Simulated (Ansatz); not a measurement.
`[SiH3][SiH2]S` and `S[SiH2]S` differ in one atom or group.

Ansatz, PBE0-D4/def2-TZVP geometries, multiplicity 1. Each molecule was computed in one conformer, which needn't be the lowest.

| property | `[SiH3][SiH2]S` |
| --- | --- |
| HOMO energy (PBE0/def2-TZVPP) / eV | -7.50 |
| LUMO energy (PBE0/def2-TZVPP) / eV | -0.40 |
| LUMO energy (ωB97M-V/def2-TZVPP) / eV | 1.34 |
| size of the dipole moment (ωB97M-V/def2-TZVPP) / D | 0.91 |
| HOMO energy (ωB97M-V/def2-TZVPP) / eV | -9.70 |
| HOMO–LUMO gap (ωB97M-V/def2-TZVPP) / eV | 11.04 |

(1) Give the same properties after the change, and the shifts. (Best estimate.)

Answers

(1) Computed: 
```tsv
property	`S[SiH2]S`	shift
HOMO energy (PBE0/def2-TZVPP) / eV	-7.53	-0.03
LUMO energy (PBE0/def2-TZVPP) / eV	0.00	0.40
LUMO energy (ωB97M-V/def2-TZVPP) / eV	1.83	0.49
size of the dipole moment (ωB97M-V/def2-TZVPP) / D	1.39	0.48
HOMO energy (ωB97M-V/def2-TZVPP) / eV	-9.70	0.00
HOMO–LUMO gap (ωB97M-V/def2-TZVPP) / eV	11.53	0.49
```

The zero-point energy changes by -38.6 kJ/mol with -6 modes. Dipoles are sizes alone; their direction can turn.
